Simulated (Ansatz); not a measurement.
We consider diamond-structure Ge, described by PBE0 in Ansatz (plane waves, PAW).

Input file:

Ansatz 0.2 input:
```yaml
crystal:
  lattice:
    - [0.0, 2.829, 2.829]
    - [2.829, 0.0, 2.829]
    - [2.829, 2.829, 0.0]
  atoms:
    - { symbol: Ge, position: [0.0, 0.0, 0.0] }
    - { symbol: Ge, position: [0.25, 0.25, 0.25] }
basis:
  ecutwfc: 460
  ecutrho_ratio: 4
  xc_grid: 2
kpoints:
  mp_grid: { grid: [8, 8, 8] }
hamiltonian:
  xc: pbe0
  dispersion: none
  pseudopotentials: { kind: paw }
scf:
  occupations: { method: fermi_dirac, width: 0.01 }
  convergence: { dr2_threshold: 0.0000000002 }
output:
  forces: true
  stress: true
  eigenvalues: true
```

The run printed, among other lines:

```
WARN output.stress: scf.exx.energy_threshold = 1e-6 eV is looser than the 2e-8 eV advised for a stress under a hybrid functional (1e-8 eV for each atom of the …
Crystal: 2 atoms, lattice volume = 45.282 Å³
Basis set: ecut = 460 eV, 965 PW (Γ), exchange–correlation on 60×60×60 points (8 copies of the dense FFT grid, shifted against one another)
Bands: 18, of which v1, the nominal top of the filled ones, is band 14 counted from 1 (13 counted from 0)
Symmetry: 48 space group operations
Space group: Fd-3m (ITA 227), of the structure as read, at distance tolerance 3.6e-5 Å
k-points: 29 of 512
Functional: x = pbe(κ = 0.804, μ = 0.2195149727645171), c = pbe(β = 0.06672455060314922), warm-up for x = 0.75 pbe(κ = 0.804, μ = 0.2195149727645171) + 0.25 exact, c = pbe(β = 0.06672455060314922)
SCF iter   1: F=—  HF=-8589.931386 eV  |F-HF|=—  |Δ(HF+E_count)|=         —  Δρ=1.03e-3  dr2=5.60e-4
SCF iter   2: F=—  HF=-8589.931793 eV  |F-HF|=—  |Δ(HF+E_count)|=   4.07e-4  Δρ=4.73e-4  dr2=1.03e-4
  ...
SCF 1 converged in 6 iterations: F = -8589.931882 eV  dr2 = 5.59e-11
Crystal: 2 atoms, lattice volume = 45.282 Å³
Initial density: handed on by an earlier stage of this run
Functional: x = 0.75 pbe(κ = 0.804, μ = 0.2195149727645171) + 0.25 exact, c = pbe(β = 0.06672455060314922)
Crystal: 2 atoms, lattice volume = 45.282 Å³
SCF iter   6: F=—  HF=-8591.693393 eV  |F-HF|=—  |Δ(HF+E_count)|=  3.26e-10  Δρ=8.69e-8  dr2=8.14e-10
SCF iter   7: F=-8591.693393 eV  HF=-8591.693393 eV  |F-HF|=1.82e-11  |Δ(HF+E_count)|=   4.59e-9  Δρ=5.55e-7  dr2=9.18e-11
SCF 3 converged in 7 iterations: F = -8591.693393 eV  dr2 = 9.18e-11
Free energy (F): -8591.693393 eV
Internal energy: -8591.693393 eV  (E = F + TS)
E sigma→0 (E₀):  -8591.693393 eV
Fermi energy:    8.648151 eV
--- Forces (eV/Å), atoms counted from 1 ---
  atom   1  Ge     0.00000000    -0.00000000     0.00000000
  atom   2  Ge     0.00000000     0.00000000     0.00000000
--- Stress (GPa, compression-positive) ---
        0.802420       0.000000      -0.000000
       -0.000000       0.802420       0.000000
       -0.000000       0.000000       0.802420
  P = ⅓ Tr σ = 0.8024 GPa (8.024 kbar)
```

The PAW data were made under PBE.

Note: cell and atoms aren't relaxed at this level (pressure 0.8 GPa).

Cost on a shared machine: roughly 100 core-seconds.

Ansatz is an electronic-structure program.
